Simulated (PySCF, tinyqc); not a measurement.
The basis set: RHF and MP2 along a ladder of basis sets, for CH2, spin multiplicity 1. Computed by the program tinyqc with PySCF. Command: `OMP_NUM_THREADS=1 python tinyqc.py 110942 110943 out.jsonl`; one thread of a shared host (Intel(R) Xeon(R) Processor @ 2.60GHz), about 2 s.

Geometry (angstrom):
```
atom,x,y,z
C,0.0000,0.0000,0.0000
H,0.0000,0.8280,0.6300
H,0.0000,-0.9010,0.6860
```

Same geometry throughout; the dipole is taken about the origin.

RHF and frozen-core MP2 in a ladder of bases:
```
basis,functions,E(RHF) (hartree),E(MP2 corr) (hartree),HOMO (eV),LUMO (eV),dipole (debye)
sto-3g,7,-38.36587,-0.03415,-8.433,6.121,1.604
3-21g,13,-38.64881,-0.06440,-10.165,2.083,2.220
6-31g,13,-38.85031,-0.06414,-10.167,1.922,2.261
6-31g**,24,-38.87291,-0.10886,-10.344,2.011,1.993
cc-pvdz,24,-38.87747,-0.10919,-10.463,1.737,1.975
aug-cc-pvdz,41,-38.88099,-0.11454,-10.624,0.713,1.920
cc-pvtz,58,-38.88962,-0.13805,-10.599,1.355,1.947
```

From cc-pVDZ to cc-pVTZ the RHF energy falls by 12.2 mhartree and the correlation energy by 28.9. If valence correlation converges as X^-3, (27 E(T) - 8 E(D))/19 gives -0.1502 hartree, a rough estimate from such small X that usually falls short; STO-3G holds about 23 % of it. Beyond STO-3G the LUMO moves by 1.4 eV and the HOMO by 0.5 eV. The restricted reference is unstable here: a spin-polarised solution lies 0.0205 hartree lower (PySCF, cc-pVDZ), so results built on it describe a poor reference.
